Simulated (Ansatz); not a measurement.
Species: methylsulfanylmethane, C2H6S (charge 0, singlet). SMILES: CSC
Geometry: optimised at B3LYP-D3(BJ)/def2-TZVP (Ansatz, a program for electronic structure).

Quantity: atomisation energy (electronic, to ground-state atoms); the coupled-cluster value holds the core correlation from cc-pwCVTZ, in kcal/mol. Correlated levels leave the core frozen unless marked. Open shells are spin-unrestricted. Spin-orbit coupling is left out. No relativistic terms. CBS marks a two-point X^-3 extrapolation of the correlation energy; Hartree-Fock from the larger set. [CCSD(T)-MP2]/basis is that difference in the basis named.

Level to compare with: RI-MP2/CBS(aug-cc-pV(T+d)Z,aug-cc-pV(Q+d)Z)+[CCSD(T)-MP2]/aug-cc-pV(T+d)Z plus the core term (Ansatz), 771.3 kcal/mol. It is a level with limits of its own, and the differences hold the functionals' basis error too.

Q: Rank these functionals by how close they come to RI-MP2/CBS(aug-cc-pV(T+d)Z,aug-cc-pV(Q+d)Z)+[CCSD(T)-MP2]/aug-cc-pV(T+d)Z, closest first: PBE/def2-TZVPD (Ansatz); r2SCANh/def2-TZVPD (Ansatz); SVWN5/def2-TZVPD (Ansatz); revPBE/def2-TZVPD (Ansatz).

A: PBE/def2-TZVPD (GGA, 776.0 kcal/mol, difference 4.7), r2SCANh/def2-TZVPD (hybrid meta-GGA, 764.9 kcal/mol, difference -6.4), revPBE/def2-TZVPD (GGA, 753.3 kcal/mol, difference -18.0), SVWN5/def2-TZVPD (LDA, 868.4 kcal/mol, difference 97.1)
